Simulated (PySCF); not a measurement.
# Frontier orbitals and the lowest excitations

Compound: C5H15P.
Cartesian coordinates in Å at the GFN2-xTB level; atoms count from 1:
```xyz
21
C5H15P angstrom
C      2.343   -0.028    0.574
C      1.386   -0.351   -0.563
P     -0.370   -0.239    0.032
C     -0.820    0.695    1.550
C     -0.779    1.237   -1.135
C     -1.640   -1.340   -0.709
H      2.073   -0.610    1.455
H      3.367   -0.273    0.300
H      2.297    1.029    0.827
H      1.568    0.297   -1.421
H      1.519   -1.394   -0.868
H     -0.031   -1.393    0.952
H      0.051    0.703    2.204
H     -1.163    1.711    1.365
H     -1.603    0.118    2.044
H     -0.131    2.088   -0.920
H     -0.637    0.964   -2.182
H     -1.813    1.561   -1.011
H     -2.244   -0.868   -1.480
H     -2.270   -1.693    0.107
H     -1.113   -2.200   -1.121
```

Method: PySCF 2.14.0, density-fitted response routines, TDDFT PBE0/def2-SVPD, vertical, gas phase, core orbitals frozen in the response.

Kohn–Sham orbitals with the atoms that hold most of them (Löwdin shares over 4%, at most four atoms; ? is withheld):

| orbital | ε (eV) | atoms |
| --- | --- | --- |
| LUMO+2 | 1.42 | C4 15%, H11 12%, C2 11%, H14 11% |
| LUMO+1 | 1.12 | C6 16%, C1 14%, H8 8%, H19 8% |
| LUMO | 0.64 | ? |
| HOMO | ? | P3 23%, H12 21%, C5 20%, C2 8% |
| HOMO-1 | -8.97 | ? |
| HOMO-2 | -9.15 | C2 18%, P3 17%, C5 10%, C6 10% |
| HOMO-3 | -9.52 | C4 18%, C6 16%, P3 16%, C5 14% |

Question: Which atoms hold the LUMO, and with what shares?

Answer: C4 (bonded to P and 3 H) 11%; C6 (bonded to P and 3 H) 9%; C1 (bonded to C and 3 H) 9%; C5 (bonded to P and 3 H) 9%.

Question: Which atoms hold the HOMO-1, and with what shares?

Answer: P3 (bonded to 4 C and H) 17%; C2 (bonded to C, P and 2 H) 15%; C5 (bonded to P and 3 H) 13%; H12 (bonded to P) 10%. By element: carbon 28% or more, phosphorus 17%, hydrogen 10% or more.

Question: What is the HOMO energy, and the HOMO–LUMO gap?

Answer: ε(HOMO) = -5.62 eV; the gap is 6.26 eV (0.2300 hartree).

Question: The HOMO–LUMO gap is 6.26 eV. Where does the response calculation put the lowest singlet, and from which orbitals?

Answer: S1 is at 5.23 eV (f = 0.037), 1.03 eV below the gap, made of HOMO→LUMO (99%). Without the coupling terms of the response equations the lowest excitation would equal the gap.

Question: Give energy, strength and leading configuration of S1 and S2, and follow the Löwdin shares of the leading atoms from the occupied to the empty orbital.

Answer: 
- S1 (5.23 eV, f 0.037), HOMO→LUMO (99%): P3 23% → at most 10%, H12 21% → at most 10%, C4 at most 9% → 11%, C6 at most 9% → 9%
- S2 (5.69 eV, f 0.031), HOMO→LUMO+1 (97%): P3 23% → at most 8%, H12 21% → at most 8%, C6 at most 9% → 16%, C1 at most 9% → 14%

Cost: about 1.8 min of CPU time on one thread; the machine was shared, so the figure is rough.
